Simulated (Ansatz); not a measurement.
**Rubidium, bcc: convergence with Methfessel-Paxton smearing**

Computed with Ansatz, LDA, scalar-relativistic PAW, on the relaxed cell (a = 5.372 Å; spin not included). Errors count from a run at 420 eV on a Γ-centred 14×14×14 mesh with Fermi-Dirac smearing of 0.1 eV, extrapolated to zero width. Fixed here: cutoff 420 eV, mesh 8×8×8. The SCF starts from atomic densities corrected by a trained network.

```csv
width (eV),E(σ→0) error (meV/atom),F error (meV/atom),P (GPa),SCF iterations
0.01,8.8,8.8,0.03,6
0.03,8.6,8.6,0.03,6
0.1,8.3,7.8,0.02,6
0.2,6.8,5.5,0.02,6
0.3,4.7,3.2,0.01,6
0.6,-0.6,-1.8,0.00,6
1.0,-3.5,2.4,-0.01,6
```
